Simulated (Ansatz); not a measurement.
**Relative energies of C3H7O isomers**

2 of its isomers, all doublets with charge 0: A = `[CH2]COC`; B = `CC(C)[O]`.

Shapes, held fixed at every level: PBE0-D4/def2-TZVP. Flexible molecules stand in one conformer, not always the lowest. Programs: Ansatz 0.2.0.

A:

```xyz
11

C    -1.1949    1.3662   -0.6791
C    -0.4758    0.4122    0.1810
O     0.5087   -0.2559   -0.5614
C     1.2049   -1.1968    0.2050
H    -1.0706    1.3228   -1.7521
H    -1.9114    2.0521   -0.2482
H    -0.0191    0.9322    1.0442
H    -1.1781   -0.3251    0.6211
H     1.9432   -1.6688   -0.4435
H     1.7250   -0.7247    1.0509
H     0.5333   -1.9712    0.6026
```

B:

```xyz
11

C    -0.2835    1.0868   -0.6565
C    -0.4465   -0.3398   -0.1435
C     0.6690   -0.7792    0.7986
O    -0.6812   -1.2369   -1.1403
H    -1.1194    1.3563   -1.3029
H    -0.2312    1.7967    0.1718
H     0.6405    1.1694   -1.2340
H    -1.4049   -0.3876    0.4226
H     1.6266   -0.7616    0.2724
H     0.4891   -1.7945    1.1534
H     0.7413   -0.1096    1.6583
```

Electronic energies in kJ/mol, without zero-point or thermal terms.

| level | kind | B − A |
| --- | --- | --- |
| HF/def2-SVP | Hartree–Fock | -65.0 |
| HF/def2-TZVPP | Hartree–Fock | -64.2 |
| r2SCAN-D4/def2-TZVPP | meta-GGA | -43.3 |
| PBE0-D4/def2-TZVPP | global hybrid | -46.9 |
| r2SCAN0-D4/def2-TZVPP | global hybrid | -46.0 |
| CCSD(T)/def2-SVP | coupled cluster or CI | -50.1 |
| CCSD(T)/def2-TZVPP | coupled cluster or CI | -41.9 |
| CCSD(T)/CBS estimate | coupled cluster or CI | -38.2 |

The highest level, CCSD(T)/CBS estimate, puts B lowest of these. All levels agree on that. The B − A difference spans -65.0 to -38.2 kJ/mol over the levels. Open shells run unrestricted unless RO is named. The CBS estimate extrapolates MP2 from def2-TZVPP and def2-QZVPP and adds CCSD(T) − MP2 in the triple-zeta set, cores frozen.
